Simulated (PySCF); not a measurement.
Working out the electron affinity of O

O⁻ [He] 2s2 2p5 (2P) → O [He] 2s2 2p4 (3P). All numbers are calculated (PySCF 2.14, no relativity, point nucleus, in aug-cc-pwCVDZ (5s4p2d, 27 functions)). Frozen: nothing. Energies in hartree (1 hartree = 27.21139 eV):

| part | O⁻ (lower) | O (upper) |
| --- | --- | --- |
| UHF | -74.777489 | -74.796697 |
| MP2 opposite-spin | -0.160479 | -0.112108 |
| MP2 same-spin | -0.051833 | -0.033912 |

What does Hartree-Fock give?

(-74.796697) − (-74.777489) = -0.019208 hartree = -0.523 eV.

What do MP2 and SCS-MP2 (6/5 opposite-spin, 1/3 same-spin) give?

The opposite-spin parts differ by 1.316 eV and the same-spin parts by 0.488 eV. MP2: -0.523 + (1.316) + (0.488) = 1.281 eV. SCS-MP2: -0.523 + 1.2 × (1.316) + (0.488)/3 = 1.219 eV.

A first-order spin-orbit estimate adds -0.001 eV to MP2 (valence and next inner shell), giving 1.280 eV against 1.461 eV (measured; photodetachment measurements, as compiled on the Wikipedia data page of electron affinities).

A double-zeta basis recovers only part of the correlation energy.

What remains against the reference includes basis incompleteness and correlation beyond second order.
